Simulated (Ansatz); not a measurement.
Consider the atomization: `FC(F)C1CO1` → 3 C• + 2 F• + 4 H• + O•.

Program: Ansatz. Geometries: PBE0-D4/def2-TZVP. ΔE: electronic, gas phase. CBS: MP2 limit from def2 TZ/QZ plus the TZ coupled-cluster correction, frozen cores. This one scheme is used for every species, atoms too. DFT in def2-TZVPP. HSE06 is defined as in plane-wave codes. No spin–orbit coupling; open shells (•) take unrestricted orbitals. Spin–orbit coupling would lower the free atoms: a little for C, F, O. One conformer a species, not always the lowest.

```
         level  ΔE (kJ/mol)
       PBE0-D4       4101.8
         HSE06       4094.2
 MP2/CBS(def2)       4194.0
HF/cc-pV(Q+d)Z       2821.7
```

(1) What does CCSD(T)/CBS give? (An estimate is asked.)

Largest T1 diagnostic among the species: 0.012.

## Answers

(1) Ansatz gave: +4059.6 kJ/mol. The listed levels differ from it by 42.2, 34.6, 134.4, -1237.9 kJ/mol.

From BLYP to BHLYP (50 % exact exchange), in def2-TZVPP and without D4, ΔE moves by −192.7 kJ/mol: exact exchange takes away binding that semilocal exchange gives to molecules. Leaving LDA and LC-ωPBE aside and taking each functional with its dispersion term where it has one, the values, not all of them listed here, spread over 368.0 kJ/mol, from BHLYP-D4 to PBE-D4. LDA lies +620.5 kJ/mol from PBE without D4, its usual overbinding. The D4 term adds +25.2 kJ/mol with B3LYP and +13.1 kJ/mol with PBE0; it sums over pairs of atoms, weighted by their polarisabilities, and B3LYP, whose exchange is more repulsive, gets the larger term.

B3LYP here is the variant with VWN-RPA as its local correlation; programs differ in this.

For atomizations the MP2-based limit and the directly extrapolated one differ by several kJ/mol either way, and by 10 to 25 for some Ge, Se and Sn compounds, so smaller differences from it don't rank the levels.
